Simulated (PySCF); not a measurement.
**Question.** Write Cartesian coordinates for InChI=1S/C6H8/c1-4-6(3)5-2/h4H,1-2H2,3H3 as optimised with GFN2-xTB.

**Answer.** 
```
atom  x, y, z in Å
C1     0.4151   -1.9651    1.8217
C2     0.2226   -0.9844    1.0018
C3     0.0261   -0.0015    0.1580
C4     0.0271    1.4306    0.6207
C5    -0.1959   -0.2950   -1.2523
C6    -0.4045    0.6093   -2.2020
H7    -0.4017   -2.4475    2.3375
H8     1.4019   -2.3507    2.0304
H9     0.2069    1.4856    1.6914
H10   -0.9337    1.8942    0.4012
H11    0.8063    1.9894    0.1039
H12   -0.1825   -1.3480   -1.5044
H13   -0.5612    0.3155   -3.2258
H14   -0.4273    1.6672   -2.0042
```

Any rigid rotation of these coordinates is as good. Atoms count from 1 in this order. The 6 heavy atoms lie in one plane (0.000 Å rms). The 5 C–C bonds span 1.293 Å (C1=C2, drawn double) to 1.505 Å (C3–C4, drawn single), a spread of 0.212 Å. Of the pairs four or more bonds apart, C4···H14 is among the closest relative to their van der Waals radii: 2.67 Å, 92 % of the sum of Bondi's values.

Bonds between heavy atoms (Å): C1=C2 1.293, C2=C3 1.310, C3–C4 1.505, C3–C5 1.458, C5=C6 1.328.

Computed geometry: GFN2-xTB, gas phase.

Point group: Cs (every atom within 0.08 Å of its image). No GFN2-xTB frequencies stand behind this structure, so it isn't proved a minimum. One conformer, not necessarily the lowest (C2–C3–C5–C6 180°).
